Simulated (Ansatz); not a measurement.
**H$_{3}$Si–SiH$_{3}$, singlet in cc-pVDZ: errors against RCCSDT(Q)**

Geometry: a PBE0/def2-TZVP stationary point for this spin, not checked as a minimum.

```json
{"atom": "Si", "x (Å)": "-1.1701", "y (Å)": "-0.0047", "z (Å)": "-0.0001"}
{"atom": "Si", "x (Å)": "1.1701", "y (Å)": "0.0047", "z (Å)": "0.0001"}
{"atom": "H", "x (Å)": "-1.6920", "y (Å)": "1.3883", "z (Å)": "0.0086"}
{"atom": "H", "x (Å)": "-1.6836", "y (Å)": "-0.7120", "z (Å)": "1.2037"}
{"atom": "H", "x (Å)": "-1.6834", "y (Å)": "-0.6968", "z (Å)": "-1.2128"}
{"atom": "H", "x (Å)": "1.6920", "y (Å)": "-1.3883", "z (Å)": "-0.0086"}
{"atom": "H", "x (Å)": "1.6834", "y (Å)": "0.6968", "z (Å)": "1.2128"}
{"atom": "H", "x (Å)": "1.6836", "y (Å)": "0.7120", "z (Å)": "-1.2037"}
```

Basis cc-pVDZ; Ansatz 0.2.0. Only valence electrons are correlated (noble-gas cores frozen), which leaves 14 electrons in 56 orbitals. Prefix R: restricted or restricted open-shell reference.

Full CI isn't at hand for all of this; RCCSDT(Q) serves as the reference, and is uncertain by about the last step of the cluster series.

* UHF ⟨S²⟩: 0.000
* T1 diagnostic (RCCSD): 0.0120
* largest doubles amplitude (RCCSD): 0.036

Task: From what is known of these methods and the diagnostics, rank them by the size of their error in total energy against RCCSDT(Q) in cc-pVDZ, smallest first (an estimate: the text doesn't fix the numbers).
A. RMP2
B. RCCSD(T)
C. RHF
D. RCCSDT
E. CISD

Result: D (0.6 kJ/mol), B (3.7 kJ/mol), E (87.8 kJ/mol), A (155.4 kJ/mol), C (718.0 kJ/mol).

All errors are against RCCSDT(Q) in cc-pVDZ. Within each family the higher level lies nearer, as is usual though not guaranteed.

Atomization energy (electronic, same basis, no zero-point term; atoms at the same level, unrestricted beside the R rows where the molecule is a closed shell, with restricted open-shell steps beyond CCSDT(Q)) at RCCSDT(Q): 2062.9 kJ/mol. Errors of other levels:

```csv
level,error (kJ/mol)
RHF,-374.4
RMP2,-47.8
CISD,-77.4
RCCSD,-11.9
RCCSD(T),-1.4
BCCD(T),-1.2
RCCSDT,-0.4
```

This basis is far from its limit, so the value isn't to be set against a measured one. Truncated CI isn't size-consistent, which counts against it in atomization.
